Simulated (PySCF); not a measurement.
Isomers of C4H6O. Method: TDDFT CAM-B3LYP/def2-SVPD, vertical, gas phase, core orbitals frozen in the response in PySCF 2.14.0, density-fitted response routines. Geometries: PBE0-D3(BJ)/def2-SVP; one conformer of each isolated species. Triplets are in the Tamm–Dancoff approximation.

A. `CC(C)=C=O`
B. `COC1=CC1`
C. `C#COCC`

Lowest singlet levels (six at most, fewer where fewer were computed) with oscillator strengths:

1. 6.18 eV (f 0.011); 6.57 eV (f 0.120); 6.78 eV (f 0.023); 7.03 eV (f 0.002); 7.53 eV (f 0.011); 7.78 eV (f 0.002); T1 4.39 eV
2. 6.21 eV (f 0.001); 6.60 eV (f 0.032); 6.94 eV (f 0.003); 7.22 eV (f 0.033); 7.43 eV (f 0.014); 7.69 eV (f 0.013)
3. 3.39 eV (f 0.000); 5.55 eV (f 0.000); 6.77 eV (f 0.012); 7.06 eV (f 0.000); 7.43 eV (f 0.206); 7.65 eV (f 0.009); T1 3.02 eV

Task: Which spectrum belongs to which structure?

Result: 1 = B, 2 = C, 3 = A.
- A: S1 at 3.39 eV, HOMO→LUMO (96%); Löwdin shares by element: HOMO carbon 63% or more, oxygen 22% (atoms not listed hold the other 15%); LUMO carbon 53% or more, oxygen 31% (atoms not listed hold the other 15%); HOMO -7.60 and LUMO 0.43 eV; point group C2v, 3 of its 6 listed states under f = 0.0005.
- B: S1 at 6.18 eV, HOMO→LUMO (73%), HOMO→LUMO+1 (21%); Löwdin shares by element: HOMO carbon 68% or more, oxygen 16% (atoms not listed hold the other 16%); LUMO carbon 45% or more, hydrogen 21% or more (atoms not listed hold the other 34%); HOMO -7.76 and LUMO 1.34 eV; point group Cs.
- C: S1 at 6.21 eV, HOMO→LUMO+4 (50%), HOMO→LUMO+5 (14%), HOMO→LUMO+1 (13%); Löwdin shares by element: HOMO carbon 68% or more, oxygen 23%, hydrogen 4% or more; LUMO carbon 59% (atoms not listed hold the other 41%); HOMO -8.34 and LUMO 1.23 eV.
B and C have S1 within 0.04 eV of each other; their strongest listed levels stand at 6.57 eV (f 0.120) and 7.22 eV (f 0.033).
